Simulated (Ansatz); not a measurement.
```yaml
crystal:
  periodic: [false, false, false]
  atoms:
    - {symbol: F, position_ang: [-1.694305, -0.182745, -0.003992]}
    - {symbol: B, position_ang: [-0.548205, 0.598254, 0.008535]}
    - {symbol: S, position_ang: [1.204416, -0.148984, -0.001331]}
    - {symbol: H, position_ang: [-0.499892, 1.767288, 0.026047]}
basis:
  gaussian: {orbitals: def2-TZVP}
magnetization: {spin_polarized: true, initial_magnetization: 3}
hamiltonian: {xc: pbe0}
relax: {f_tol: 0.004, max_steps: 80}
```

```sh
$ ansatz run in.yaml --threads 1 --pin off --events-out ev --progress --plain --max-ram 2176MiB
```

Steps of the relaxation (energy above the last step; positions in Å, forces in eV/Å):

```
4
step 1, 55.7 meV
F    -1.694   -0.183   -0.004    0.990    0.396    0.007
B    -0.548    0.598    0.009   -1.418   -1.138   -0.018
S     1.204   -0.149   -0.001    0.122   -0.052   -0.001
H    -0.500    1.767    0.026    0.306    0.794    0.012
```

```
4
step 2, 18.9 meV
F    -1.682   -0.198   -0.004    0.528    0.252    0.004
B    -0.565    0.596    0.008   -0.873   -0.451   -0.007
S     1.193   -0.150   -0.001    0.156   -0.027    0.000
H    -0.484    1.786    0.026    0.189    0.227    0.004
```

```
4
step 3, 2.5 meV
F    -1.680   -0.208   -0.004   -0.101   -0.038   -0.001
B    -0.592    0.590    0.008   -0.038    0.088    0.001
S     1.190   -0.136   -0.001    0.101    0.011    0.000
H    -0.455    1.789    0.026    0.038   -0.061   -0.001
```

```
4
step 6, 0.0 meV
F    -1.705   -0.202   -0.004   -0.005   -0.002    0.000
B    -0.602    0.574    0.008    0.008   -0.010    0.000
S     1.200   -0.108   -0.001   -0.006    0.004    0.000
H    -0.431    1.770    0.026    0.003    0.007    0.000
```

```
4
step 7, 0.0 meV
F    -1.706   -0.201   -0.004    0.000    0.001    0.000
B    -0.602    0.573    0.008   -0.001    0.000    0.000
S     1.200   -0.106   -0.001    0.001    0.000    0.000
H    -0.429    1.769    0.026    0.000    0.000    0.000
```

Close pairs at the end: B2–H4 1.208 Å, F1–B2 1.348 Å, B2–S3 1.926 Å.

A stationary point of unrestricted PBE0 after 7 steps, with ⟨S²⟩ = 3.760 against 3.75 for a pure state; no frequencies were run, so it isn't proven a minimum. 12 s on 1 thread of AMD EPYC 9R45, shared host.
